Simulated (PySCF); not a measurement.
`[CH2][S-]` [radical] (charge -1 and doublet state). The geometry is computed with GFN2-xTB (gas phase). This method treats the open shell by occupation alone, without spin polarisation.

```
atom  x, y, z in Å
C1    -0.1499    0.0233    0.1575
S2     1.5235   -0.2079   -0.0437
H3    -0.8067   -0.8164   -0.0617
H4    -0.5566    1.0057   -0.0750
```

(1) What is the longest distance between nuclei?

(2) Where is the centre of mass (commonest isotopes), and what is the radius of gyration?

(3) Work out the bond lengths C1–S2, C1–H3, C1–H4 in Å.

(4) How far apart are these pairs, which share no bond: H3···H4?

(5) What is the repulsion energy of the bare nuclei, Σ ZA·ZB/RAB?

(6) What are the angles H3–C1–H4, S2–C1–H3, S2–C1–H4?

## Answers

(1) S2···H4 and S2···H3, 2.408 Å.

(2) Mass 45.988 u; centre at (0.990, -0.134, 0.008) Å; Rg = √(Σ m r²/M) = 0.847 Å. As Ia + Ib + Ic = 2 Σ m r², the three principal moments sum to 65.9 u·Å².

(3) For C1–S2 the difference vector is (1.6734, -0.2312, -0.2012) Å, of length 1.7012 Å. C1–S2 1.701; C1–H3 1.088; C1–H4 1.088 Å.

(4) H3···H4 1.839 Å (2 bonds apart).

(5) 43.01 Eh over 6 pairs, with full nuclear charges and distances in bohr; the largest single term is 29.86 Eh (C1 with S2).

(6) From the scalar product of the two bond vectors; for H3–C1–H4 it is -0.5068 Å² over 1.0884 × 1.0884 Å², cos θ = -0.4279. H3–C1–H4 115.3°; S2–C1–H3 117.7°; S2–C1–H4 117.7°.

Not checked by GFN2-xTB frequencies. Whether the extra electron is bound in the gas phase wasn't checked; a finite basis holds it in any case.
